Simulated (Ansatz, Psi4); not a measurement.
## How basis sets differ on C2HClF2 (SMILES FC(F)=CCl)

The species is C2HClF2 (6 atoms), meant as a singlet with charge 0. As SMILES, `FC(F)=CCl`. The shape is that of a PBE0-D4/def2-TZVP optimisation.

```xyz
6

F     0.9010   -0.8104    1.3420
C     0.2676   -0.5622    0.2204
F     0.1925   -1.6326   -0.5227
C    -0.2184    0.6268   -0.0866
Cl   -1.0390    0.9264   -1.5521
H    -0.1038    1.4520    0.5990
```

Each level gives the HOMO–LUMO gap (eV). The values are calculated.

```csv
level,kind,program,value (eV),CPU time
SVWN5/MINI,LDA,Ansatz,4.80,0.52 s
SVWN5/LANL2DZ (core potential),LDA,Ansatz,5.25,0.72 s
SVWN5/MIDI,LDA,Ansatz,5.43,0.66 s
SVWN5/6-31G* (spherical functions),LDA,Psi4,5.37,13 s
SVWN5/def2-mTZVP,LDA,Ansatz,5.26,1.2 s
SVWN5/def2-mTZVPP,LDA,Ansatz,5.23,1.4 s
SVWN5/def2-TZVP,LDA,Ansatz,5.21,1.8 s
```

The values span 4.80 to 5.43 eV. Orbital gaps aren't excitation energies. CPU times are rough (shared hosts, several kinds of processor and program).
